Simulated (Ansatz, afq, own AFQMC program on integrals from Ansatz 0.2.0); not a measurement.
BNH$_{3}$, doublet in cc-pVDZ, levels against AFQMC with the constraint released

```xyz
5

B     0.0000    0.0246    0.7072
N     0.0000   -0.0432   -0.6198
H     0.0000    1.1152    1.2324
H     0.0000   -0.9691    1.3860
H     0.0000    0.1907   -1.5912
```

Connectivity, by distances: BH2–NH.

Basis cc-pVDZ. Noble-gas cores (and the filled d shells of Ga–Kr and In–Xe) are frozen. AFQMC by an in-house program on the Cholesky factors that Ansatz 0.2.0 writes for its CCSD(T) run. The CISD trial takes its coefficients from CCSD amplitudes. Released means that phaseless walkers are propagated on without the constraint, phases kept. Free projection: walkers drawn from exp(T), propagated without any constraint. Its projection time is finite, and what remains of the start isn't in its error. Error bars are statistical, one sigma.

Determinant: UHF, the one that the program's search chose, which needn't be the lowest solution. The geometry is a point of a scan.

No full CI on the walks' own integrals is used here. The released AFQMC energy serves as the reference, which it does only where one determinant dominates, the energy is flat over the last release times and near the phaseless one (40 meV or 2 meV an electron, half that with transition metals). On small molecules, where full CI could be run and the noise was under 10 meV, such values lay within 10 meV of it in 19 cases of 20, a flattering rate, since the rule was set on those same cases; what remains of the bias isn't in the error bar.

Cautions: the released value is read at 2.40 1/Eh with a noise of 20 meV, more than in the cases checked (meV from the phaseless value at times in 1/Eh: 1 ± 13 at 0.24, -12 ± 12 at 0.51, -24 ± 12 at 0.99, -32 ± 13 at 1.62, -28 ± 20 at 2.40).

* T1 diagnostic: 0.0298
* weight of the determinant in the CISD state: 0.882
* ⟨S²⟩ of the determinant: 0.775
* size of the correlated space: 11 electrons in 41 orbitals

Reference: AFQMC with the constraint released, correlation energy -7.315 ± 0.020 eV.

```json
{"level": "HF", "E − E(reference) (meV)": "7314.7 ± 19.7", "share of correlation (%)": "0.00"}
{"level": "MP2", "E − E(reference) (meV)": "1175.5 ± 19.7", "share of correlation (%)": "83.93"}
{"level": "CCSD", "E − E(reference) (meV)": "252.5 ± 19.7", "share of correlation (%)": "96.55"}
{"level": "CCSD(T)", "E − E(reference) (meV)": "59.6 ± 19.7", "share of correlation (%)": "99.19"}
{"level": "ph-AFQMC/HF", "E − E(reference) (meV)": "63.3 ± 56.3", "share of correlation (%)": "99.13"}
{"level": "ph-AFQMC/CISD", "E − E(reference) (meV)": "27.8 ± 22.3", "share of correlation (%)": "99.62"}
{"level": "free AFQMC", "E − E(reference) (meV)": "37.6 ± 24.5", "share of correlation (%)": "99.49"}
```

Free projections are given only where their last times agree within the noise and don't stop above the reference; a slow remainder of the start can still hide under it. A walk keeps the symmetry of its determinant, which the program's search chose and which needn't be the lowest solution, so a lower state of the same spin and another symmetry isn't excluded. Released energies are given only where the last usable release times agree within the noise; a slower fall can still hide under it.
